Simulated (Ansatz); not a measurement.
# BFH3Si− (SMILES B[SiH-]F): a relaxed scan of the bond length Si2–H6

How does the energy rise as the bond length Si2–H6 leaves its equilibrium value, and do density functionals follow CCSD(T)? At each value the rest of the molecule is relaxed at PBE0-D4 with the distance held.

Method: single points in def2-TZVPPD; program: Ansatz 0.2.0, Gaussian basis.

Levels: PBE-D4, r2SCAN-D4, PBE0-D4, B3LYP-D4, wB97M-V, Hartree-Fock, MP2, CCSD, CCSD(T). The scan takes 1.350, 1.380, 1.424, 1.475, 1.532, 1.594, 1.659, 1.728, 1.799 Å.

Correlated methods freeze the cores. B3LYP uses VWN-RPA correlation.

25 further runs of the same task are left out: 25 set aside as unsound or not needed.

## (1) The starting structure

SMILES `B[SiH-]F`, 6 atoms, charge -1, spin multiplicity 1.

Atoms are counted from 1 here; the program's logs count them from 0.

Bond lengths: B1–Si2 1.821 Å, B1–H4 1.210 Å, B1–H5 1.205 Å, Si2–F3 1.728 Å, Si2–H6 1.494 Å. Angles: Si2–B1–H4 120.1°, Si2–B1–H5 123.6°, H4–B1–H5 115.4°, B1–Si2–F3 125.2°, B1–Si2–H6 137.4°, F3–Si2–H6 95.0°.

As a file:

```xyz
6
BFH3Si
B     0.3402   -0.5214   -0.8462
Si   -0.3467    0.3003    0.6271
F    -0.0736    1.9493    1.0670
H     0.1290   -1.6974   -1.0383
H     0.8346    0.0719   -1.7715
H    -0.8836   -0.1027    1.9619
```

## (2) Finding the minimum

The input, relax/in.yaml:

```yaml
crystal:
  periodic: [false, false, false]
  atoms:
    - {symbol: B, position_ang: [0.340240, -0.521380, -0.846220]}
    - {symbol: Si, position_ang: [-0.346690, 0.300260, 0.627130]}
    - {symbol: F, position_ang: [-0.073630, 1.949310, 1.066980]}
    - {symbol: H, position_ang: [0.129030, -1.697430, -1.038260]}
    - {symbol: H, position_ang: [0.834640, 0.071920, -1.771480]}
    - {symbol: H, position_ang: [-0.883590, -0.102680, 1.961850]}
basis:
  gaussian: {orbitals: def2-TZVPD}
total_charge: -1
hamiltonian: {xc: pbe0, dispersion: d4}
relax: {f_tol: 0.005, max_steps: 200}
```

The command line of these runs was not kept.

Further steps of the session: The minimum at every level; Si2–H6 = 1.350 Å; Si2–H6 = 1.380 Å; Si2–H6 = 1.424 Å; Si2–H6 = 1.475 Å; Si2–H6 = 1.532 Å; Si2–H6 = 1.594 Å; Si2–H6 = 1.659 Å; Si2–H6 = 1.728 Å; Si2–H6 = 1.799 Å.

Q: Predict the outcome of this session. Wanted: highest point, CCSD(T); lowest point, CCSD(T); minimum along the scan, CCSD(T); RMS deviation from CCSD(T); largest T1 diagnostic.

**Answer**, as computed:

```
                       quantity                                                                                                          value
         highest point, CCSD(T)                                                                                         43.8 kJ/mol at 1.799 Å
          lowest point, CCSD(T)                                                                                          0.0 kJ/mol at 1.499 Å
minimum along the scan, CCSD(T)                                                                                                        1.500 Å
                curvature there                                                                                                     15.8 eV/Å²
     RMS deviation from CCSD(T)  PBE-D4 3.3, r2SCAN-D4 0.3, PBE0-D4 0.2, B3LYP-D4 0.9, wB97M-V 2.2, Hartree-Fock 2.9, MP2 4.2, CCSD 0.9 kJ/mol
          largest T1 diagnostic                                                                                                          0.021
```

**Reading.** A polynomial through the near points puts the CCSD(T) minimum 0.001 Å above the PBE0-D4 value. The well is lopsided: squeezing costs more than stretching by the same length. Curvature against CCSD(T): PBE-D4 -6 %, Hartree-Fock +8 %. PBE0-D4 follows the CCSD(T) curve best and MP2 worst. The restricted Hartree–Fock reference is unstable towards an unrestricted one at one or more of these structures.
